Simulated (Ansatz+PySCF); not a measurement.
The numbers below are computed, except where a source is named.
## Several solutions for singlet H₂S

```xyz
3

S     0.0000    0.0000   -0.1768
H     0.0000    1.6516    1.4146
H     0.0000   -1.6516    1.4146
```

Basis set: 6-31G (spherical functions). Charge 0, multiplicity 1.

PBE0 (unrestricted) was run from several starts with Ansatz (development build ahead of 0.2.0) and PySCF 2.14.0.

| run | program | start | converged | energy (hartree) | <S²> |
| --- | --- | --- | --- | --- | --- |
| A | Ansatz | atomic start, no search | yes | -398.98066 | 0.00 |
| B | Ansatz | stability test followed | yes | -398.99204 | 0.93 |
| C | PySCF | program defaults | yes | -398.98066 | 0.00 |
| D | Ansatz | search for the lowest state | yes | -398.99204 | 0.93 |

Q: Which runs reached the lowest solution of this kind, and what is wrong with the others?

A: B, D reached the lowest solution found. Converged but too high: A by 0.31 eV, C by 0.31 eV. Convergence only shows a stationary point, and even a stable one can lie too high; stability tests and further starts are what find lower ones. Caution: the unrestricted determinant is a mixture of spin states.
